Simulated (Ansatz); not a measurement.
## What a trial cell of Y3I relaxes into

Level of theory: DFT PBE, scalar-relativistic, plane waves, PAW in Ansatz 0.2.0. Cutoff 420 eV, Γ-centred k mesh, Gaussian smearing, no spin polarisation in the final step.

The start puts Y3I on the Ni3Sn (D0_19) structure type (P6_3/mmc, No. 194), with I in place of Sn, Y in place of Ni, at a guessed volume.

```yaml
crystal:
  lattice:
    - [7.10015, 0.00000, 0.00000]
    - [-3.55007, 6.14891, 0.00000]
    - [0.00000, 0.00000, 5.69896]
  atoms:
    - { symbol: Y, position: [0.83300, 0.66600, 0.25000] }
    - { symbol: Y, position: [0.16700, 0.83300, 0.75000] }
    - { symbol: Y, position: [0.33400, 0.16700, 0.25000] }
    - { symbol: Y, position: [0.16700, 0.33400, 0.75000] }
    - { symbol: Y, position: [0.83300, 0.16700, 0.25000] }
    - { symbol: Y, position: [0.66600, 0.83300, 0.75000] }
    - { symbol: I, position: [0.33333, 0.66667, 0.25000] }
    - { symbol: I, position: [0.66667, 0.33333, 0.75000] }
```

Steps on the 6×6×8 mesh (8 atoms). 4 of 5 steps are shown, and the free energy counts from the last. Trial steps that were taken back and renewals of the plane-wave basis can be among the rows.

| step | ΔF (meV/atom) | V (Å³/atom) | P (GPa) | largest force component (eV/Å) |
| --- | --- | --- | --- | --- |
| 1 | 4.1 | 31.10 | -0.92 | 0.084 |
| 2 | 0.3 | 30.29 | 0.02 | 0.049 |
| 3 | 0.0 | 30.24 | 0.07 | 0.008 |
| 5 | 0.0 | 30.31 | 0.02 | 0.003 |

A final relaxation ran on a 6×6×8 mesh. The relaxed crystal, P6_3/mmc (No. 194):

Space group P6_3/mmc (No. 194). a = 6.984 Å, b = 6.984 Å, c = 5.740 Å, α = 90.00°, β = 90.00°, γ = 120.00°
```tsv
atom	site	symmetry	x	y	z
Y	6h	mm2	0.8340	0.6680	0.2500
I	2c	-6m2	0.3333	0.6667	0.2500
```

| Property | Result |
| --- | --- |
| Volume per atom | 30.31 Å³ |
| Density | 5.39 g/cm³ |
| Energy over the elements | -0.01 eV/atom |
| Gap on the 6×6×8 mesh | 0 eV (a metal) |

Formation energies are uncorrected and refer to the elements' standard structures at the same level.

The final run used a 6×6×8 mesh on its 8-atom cell and 0.10 eV smearing. The k mesh leaves about 4 meV/atom of noise in metals. Spin–orbit coupling is left out.

A structure relaxed within its symmetry needn't be a true minimum.

Cost: 2 runs of about 0.93 core-minutes in all, on AMD EPYC 9R45 (Zen 5) (shared hosts).